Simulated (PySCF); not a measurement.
## Bond length, frequency and bond energy of LiMg⁺ by level of theory

State: ¹Σ⁺ (singlet), closed shell. Set-up: Li pcseg-2, Mg pcseg-2; no relativity (PySCF 2.14). De refers to Li⁺ + Mg in their ground configurations, without counterpoise correction. A positive dipole points towards Mg; it is taken about the centre of mass and depends on that origin.

```csv
Level,Re (Å),ωe (cm⁻¹),De (eV),μ (D),"CPU s a point (SCF and correlation, without the integrals)"
RHF-MP2,2.883,274,0.80,n/a,0.022
RHF-SCS-MP2,2.879,275,0.80,n/a,n/a
RHF-CCSD,2.873,277,0.77,n/a,n/a
RHF-CCSD(T),2.872,277,0.77,n/a,0.28
PBE,2.888,269,0.89,-5.21,0.22
PW91,2.886,269,0.92,-5.18,0.17
r²SCAN,2.916,265,0.78,-5.38,0.35
B3LYP,2.881,268,0.86,-5.29,0.26
PBE0,2.881,275,0.88,-5.11,0.41
r²SCAN0,2.902,269,0.79,-5.29,0.33
ωB97X,2.889,271,0.76,-5.33,0.24
```

The bond length runs from 2.872 Å (RHF-CCSD(T)) to 2.916 Å (r²SCAN). De spans 0.76 eV (ωB97X, range-separated hybrid) to 0.92 eV (PW91, GGA).

Correlated steps freeze 1 core orbital. Closed-shell solutions of metal pairs were not tested for spin polarisation, which can lower them a little. For an ion De counts to the pair picked by the measured ionisation energies or electron affinities, which need not be the lowest pair at this level.

The whole job (state search and all levels along the bond) took about 0.56 min on 1 thread of Arm Neoverse V2 (shared host), peak memory 0.38 GiB.
